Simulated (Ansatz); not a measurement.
Seven cases of bond dissociation energy of first-row species (electronic energies, kcal/mol); geometries: B3LYP-D3(BJ)/def2-TZVP. The cases were drawn at random from those of this class that have a high level and all functionals, leaving out states under which another spin lies or may lie. Left out are anions, K, Ca, elements past Kr, ionisation of Li, Na and Mg, pi-pi* triplets of linear molecules and other triplets made from a closed-shell parent. Runs that doubt their state, and full CI more than 15 mEh from coupled cluster, are set aside; a case stays where another high level and all functionals remain. AFQMC serves as high level only in triple zeta or larger, with a steady walk, a bar under 0.8 kcal/mol and agreement with other high levels or trials where they ran; where none ran, an unstable determinant or (outside 3d species) a high T1 diagnostic also bars it, so strongly correlated cases are thinned. No case was kept or dropped by the size of a functional's miss. High levels with a bar over 0.5 kcal/mol are left out too, and the seventh case lies inside the range of the six. Affinities count positive where energy is released, gaps as the second state minus the first. B3LYP is by Ansatz (a program for electronic structure) in def2-TZVPD. High levels (Ansatz): P = CCSD(T)/CBS(cc-pVQZ,cc-pV5Z) + [CCSDT(Q) - CCSD(T)]/cc-pVDZ + core + X2C; Q = CCSD(T)/CBS(cc-pVTZ,cc-pVQZ) + [CCSDT(Q) - CCSD(T)]/cc-pVDZ + core + X2C; R = CCSD(T)/CBS(cc-pVTZ,cc-pVQZ) + [CCSDT(Q) - CCSD(T)]/cc-pVTZ + [CCSDTQ - CCSDT(Q)]/cc-pVDZ + core + X2C. UHF or UKS for unpaired electrons; spin-orbit terms are left out. CBS(X,Y): correlation extrapolated as X^-3, Hartree-Fock from the larger set (Q,5: extrapolated as (X+1)exp(-9√X)). A bracket is a step between two methods taken in the basis named. Functionals run without relativity, which enters their misses. '+ core + X2C': CCSD(T) terms for core correlation (cc-pwCVTZ) and scalar relativity (cc-pVTZ-DK). Where a partner has so few electrons that a lower coupled-cluster level is exact, that level stands in. The UHF reference of C3H5 (C=[C]C, doublet) is spin-contaminated (<S^2> up to 0.16 over the pure value in the sets run). The UHF reference of C2H2F ([CH]=CF, doublet) is spin-contaminated (<S^2> up to 0.18 over the pure value in the sets run). The UHF reference of C2H2F (C=[C]F, doublet) is spin-contaminated (<S^2> up to 0.18 over the pure value in the sets run).

```json
[
 {"case": "C4H8 (2-methylprop-1-ene, SMILES C=C(C)C) → C3H5 (SMILES C[C]=C, doublet) + CH3 (SMILES [CH3], doublet)", "B3LYP": "96.8", "level": "Q", "high level": "105.5"},
 {"case": "CH4O (methanol, SMILES CO) → CH3O (SMILES [CH2]O, doublet) + H (doublet)", "B3LYP": "100.5", "level": "P", "high level": "103.5"},
 {"case": "C2H7N (ethanamine, SMILES CCN) → CH3 (SMILES [CH3], doublet) + CH4N (SMILES [CH2]N, doublet)", "B3LYP": "80.6", "level": "Q", "high level": "89.2"},
 {"case": "BNH4 (SMILES BN) → BNH3 (SMILES [BH]N, doublet) + H (doublet)", "B3LYP": "110.5", "level": "R", "high level": "112.1"},
 {"case": "C2H3F (SMILES C(F)=C) → C2H2F (SMILES FC=[CH], doublet) + H (doublet)", "B3LYP": "119.8", "level": "P", "high level": "122.1"},
 {"case": "C2H2F2 (SMILES FC(F)=C) → C2H2F (SMILES C=[C]F, doublet) + F (doublet)", "B3LYP": "127.6", "level": "P", "high level": "132.2"},
 {"case": "C2H7N (ethanamine, SMILES CCN) → C2H5 (SMILES C[CH2], doublet) + NH2 (SMILES [NH2], doublet)", "B3LYP": "84.9", "level": "Q", "high level": "withheld"}
]
```

Fit a straight line from B3LYP to the high level over the first six rows by least squares, predict the seventh, and compare with the calculation.

Means: B3LYP 105.97, high level 110.77. Sxx = 1437.29, Sxy = 1261.57, slope 0.8777, intercept +17.76 kcal/mol; residual standard deviation 2.6 kcal/mol. Seventh row: 0.8777·(84.9) +17.76 = 92.3 kcal/mol. The calculation gave 92.5 kcal/mol: the line differs from it by -0.2, B3LYP itself by -7.6.
